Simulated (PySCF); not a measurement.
A structure optimised at PBE-D3(BJ)/def2-TZVP, used in a PySCF frequency run:

```
C
H 1 1.0930
H 1 1.0930 2 111.85
Cl 1 1.7801 2 107.97 3 118.66
Cl 1 1.7801 2 107.97 3 -118.66
```
Charge 0, spin multiplicity 1.

Problem. Write its SMILES, formula and point group.

Solution. ClCCl, CH2Cl2, C2v

Problem. What are its rotational constants (standard atomic weights)?

Solution. 32.251, 3.1954, 2.9637 GHz
